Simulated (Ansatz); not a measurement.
Start from `CC1C=C1F` and change one atom or group to get `CC1(C)C=C1F`.

Ansatz, PBE0-D4/def2-TZVP geometries, multiplicity 1. 

```
                               property  `CC1C=C1F`
HOMO–LUMO gap (ωB97M-V/def2-TZVPP) / eV       12.12
    LUMO energy (B3LYP/def2-TZVPP) / eV        0.23
    HOMO–LUMO gap (PBE/def2-TZVPP) / eV        5.48
  LUMO energy (ωB97M-V/def2-TZVPP) / eV        2.63
     HOMO energy (PBE0/def2-TZVPP) / eV       -7.25
    HOMO energy (B3LYP/def2-TZVPP) / eV       -7.04
```

Give the same properties after the change, and the shifts. (Estimate.)

Computed: 
| property | `CC1(C)C=C1F` | shift |
| --- | --- | --- |
| HOMO–LUMO gap (ωB97M-V/def2-TZVPP) / eV | 12.00 | -0.12 |
| LUMO energy (B3LYP/def2-TZVPP) / eV | 0.29 | 0.06 |
| HOMO–LUMO gap (PBE/def2-TZVPP) / eV | 5.50 | 0.02 |
| LUMO energy (ωB97M-V/def2-TZVPP) / eV | 2.56 | -0.07 |
| HOMO energy (PBE0/def2-TZVPP) / eV | -7.20 | 0.05 |
| HOMO energy (B3LYP/def2-TZVPP) / eV | -6.99 | 0.05 |

B3LYP here is the variant with VWN-RPA as its local correlation; programs differ in this.
